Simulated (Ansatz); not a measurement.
We consider hcp Ti, described by PBE-D4 in Ansatz (PAW).

Settings: plane-wave cutoff 520 eV, 24×24×12 k mesh (along the axes of the cell as run), Fermi–Dirac smearing 0.05 eV, no spin polarisation, scalar-relativistic PAW data made under PBE.

A third-order Birch–Murnaghan fit to the energies gives V0 = 17.109 Å³/atom, B0 = 115 GPa, B′ = 3.6.

```csv
V (Å³/atom),P (GPa)
16.424,…
16.766,…
17.108,0.00
17.450,…
17.793,-4.20
```

### Question
Estimate the withheld pressures from this fit; the answers are the runs' own values.

### Answer

- 16.424, P (GPa): 5.04
- 16.766, P (GPa): 2.41
- 17.450, P (GPa): -2.19

The formula P = (3/2) B0 (x^(7/3) − x^(5/3)) [1 + (3/4)(B′ − 4)(x^(2/3) − 1)] with x = V0/V meets the computed pressures within 0.02 GPa when these rounded values are put in.

Shape and atoms are relaxed at each volume.

Measured, for comparison: bulk modulus 108 GPa (zero-point energy and finite temperature contributions removed; as tabulated in doi:10.1021/acs.jctc.3c00612). Computed (rounded) less measured: bulk modulus +6 %.

Note: the bulk modulus comes from volumes at which shape and atoms were relaxed.

Computed values are for the static lattice.

Cost on a shared machine: around 3.0 core-minutes (rough).

Ansatz is a quantum-chemistry and plane-wave program.
